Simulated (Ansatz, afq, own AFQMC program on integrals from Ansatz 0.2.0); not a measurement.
**CN, doublet: AFQMC among the cluster methods**

```json
{"atom": "N", "x (Å)": "0.0000", "y (Å)": "0.0000", "z (Å)": "0.0000"}
{"atom": "C", "x (Å)": "0.0000", "y (Å)": "0.0000", "z (Å)": "1.1601"}
```

Basis 6-31G. Noble-gas cores (and the filled d shells of Ga–Kr and In–Xe) are frozen. Integrals, coupled cluster, full CI and functionals: Ansatz 0.2.0; the random walks run on the same integrals in our own AFQMC program. The CISD trial takes its coefficients from CCSD amplitudes. Released means that phaseless walkers are propagated on without the constraint, phases kept. Error bars are statistical, one sigma.

Determinant: UHF, the one that the program's search chose, which needn't be the lowest solution. The geometry is a point of a scan.

Full CI on the same integrals is exact in this basis and with this determinant's frozen core.

Cautions: strong correlation (T1 0.093, weight of the determinant 0.75, largest double 0.12); unrestricted determinant spin contaminated (⟨S²⟩ 1.22 against 0.75); the released energies are still falling, so no released level is given (meV from the phaseless value at times in 1/Eh: -21 ± 5 at 0.24, -23 ± 11 at 0.51, -46 ± 6 at 0.99, -52 ± 6 at 1.62, -56 ± 9 at 2.40).

```
T1 diagnostic                               : 0.0927
weight of the determinant in the CISD state : 0.751
⟨S²⟩ of the determinant                     : 1.217
size of the correlated space                : 9 electrons in 16 orbitals
```

```json
{"level": "MP2", "correlation energy (eV)": "-4.1015"}
{"level": "CCSD", "correlation energy (eV)": "-5.2079"}
{"level": "CCSD(T)", "correlation energy (eV)": "-5.3732"}
```

(1) Estimate where full CI lies against CCSD(T) on the same integrals.

(1) 3.59 mEh below CCSD(T).

Reference: full CI, correlation energy -5.471 eV. The cautions show a poor starting determinant, so the rows tell how each method copes with it here, and full CI is the sure value.

```json
{"level": "CCSD(T)", "E − E(reference) (mEh)": "3.59", "share of correlation (%)": "98.21"}
{"level": "ph-AFQMC/CISD", "E − E(reference) (mEh)": "1.16 ± 0.20", "share of correlation (%)": "99.43"}
```

A walk keeps the symmetry of its determinant, which the program's search chose and which needn't be the lowest solution, so a lower state of the same spin and another symmetry isn't excluded.
